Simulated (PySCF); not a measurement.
Saddle point of BH$_{3}$SO, singlet (BH₃SO ([OH][BH][SH]) → BHO ([BH][O]) + H₂S; bonds formed: S2–H4; bonds broken: B1–S2, O3–H4), PBE0-D4/def2-TZVP structure:

```
6
angstrom
B -0.3576 0.7288 -0.3145
S 1.1471 -0.5721 0.5085
O -0.8278 -0.0428 -1.2004
H 0.1766 -0.8873 -0.6165
H -0.4472 1.8095 0.1716
H 0.3089 -1.0361 1.4513
```

Energies are electronic, without zero-point energy. Barriers and step energies count from the start structure reached by relaxing down the imaginary mode; all methods use the PBE0-D4 structures, on which another method's saddle can fall below an end. PySCF 2.14 with density fitting (its default auxiliary sets; JK sets also for MP2 and CCSD(T)); basis: def2-TZVPP, with def2-QZVPP for the basis limit; cores frozen in the correlated methods. B3LYP uses VWN-RPA correlation. Extrapolation: Hartree–Fock as exp(−7.88 √X), correlation as X^−2.97.

| method | barrier (eV) | step energy (eV) |
| --- | --- | --- |
| SPW92 | 1.785 | 1.481 |
| PBE-D4 | ? | 1.178 |
| r2SCAN-D4 | 2.009 | 1.237 |
| PBE0-D4 | 2.096 | 1.305 |
| B3LYP-D4 | 2.088 | 1.062 |
| BHLYP-D4 | 2.382 | 1.198 |
| wB97M-V | 2.142 | 1.124 |
| HF | ? | 1.124 |
| MP2 | ? | 1.070 |
| CCSD | 2.306 | 1.104 |
| CCSD(T) | 2.170 | 1.084 |

**Question.** Fill in the withheld barriers. (Judge from chemistry; the value comes from the calculation.)

**Answer.** By the calculation: PBE-D4 1.841; MP2 2.089; HF 2.790 eV. Each is the energy of the saddle less that of the start structure, by the same method.

For comparison, the barrier by CCSD(T) at an estimated basis limit (MP2 extrapolated from triple and quadruple zeta, plus CCSD(T) − MP2 in triple zeta) is 2.153 eV.

The T1 diagnostic stays at or below 0.019.

Labels in which every atom is bracketed show which atoms are joined, not bond orders.

For scale, one of the runs: CCSD(T)/def2-TZVPP, 146 basis functions, launched by `OMP_NUM_THREADS=4 python run.py`. Time: 100 s of wall clock on 4 CPU threads of an Arm Neoverse N1; the host was shared. Peak host memory: 0.88 GiB.
